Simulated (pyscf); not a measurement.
**Hydrogen abstraction: HO–GeH₃ + H• → •O–GeH₃ + H₂**

Gas phase, doublet surface, charge 0. Bonds broken: O1–H3. Bonds formed: H3–H7. Optimised with ωB97X-D3(BJ)/def2-SVP in PySCF.

Transition state (Å):

```xyz
7

O     -0.9755     0.1013     1.0009
Ge     0.2916     0.1319    -0.2890
H     -1.9931    -0.6487     0.5524
H     -0.2722     0.7608    -1.5713
H      0.8091    -1.2884    -0.5595
H      1.3778     1.0140     0.3374
H     -2.4444    -1.1361     0.0251
```

One imaginary mode, 1016i cm⁻¹; descent along it reached the two sides named.

```csv
bond,change,reactant side (Å),saddle,product side
O1–H3,breaks,0.964,1.341,2.360
H3–H7,forms,2.8,0.848,0.761
```

Electronic energies relative to the separated reactants (kJ/mol):

```csv
level,barrier,reaction energy,reverse barrier
ωB97X-D3(BJ)/def2-TZVP,67.2,+48.8,18.4
PBE/def2-TZVP,45.2,+53.7,-8.5
r²SCAN/def2-TZVP,42.7,+39.0,3.7
B3LYP-D3(BJ)/def2-TZVP,42.4,+33.5,8.9
PBE0-D3(BJ)/def2-TZVP,61.4,+54.5,6.9
M06-2X/def2-TZVP,81.4,+57.0,24.3
ωB97M-D3(BJ)/def2-TZVP,69.8,+50.6,19.2
HF/def2-TZVP,96.2,+11.6,84.6
```

With ωB97M-D3(BJ)/def2-TZVP energies and thermal terms (ideal gas, 1 atm, RRHO with modes under 100 cm⁻¹ raised to 100, one conformer, R ln 2 for chiral ones without a mode under 150 cm⁻¹), in kJ/mol:

```
T (K)   ΔH‡    ΔG‡     ΔH     ΔG
-----  ----  -----  -----  -----
298    61.0   89.1  +46.1  +42.1
600    59.3  118.2  +45.7  +38.0
900    58.4  147.9  +44.0  +34.5
1200   57.7  177.9  +41.9  +31.6
```

At PBE this geometry lies under the product side: in single points on another level's saddle the reverse barrier vanishes, and the forward threshold there is about the reaction energy. The same reactants have a lower exit, to HO–GeH₂• + H₂ (barrier +12.4 kJ/mol at ωB97M-D3(BJ)/def2-TZVP, against +69.8 kJ/mol here). •O–GeH₃ lies 138.3 kJ/mol over its isomer HO–GeH₂• (electronic energy, ωB97M-D3(BJ)/def2-TZVP). This is the saddle that the search found; another between the same sides may lie lower. The angle at the transferred H is 159°. Elements up to Kr have no core potential and no relativistic terms here.
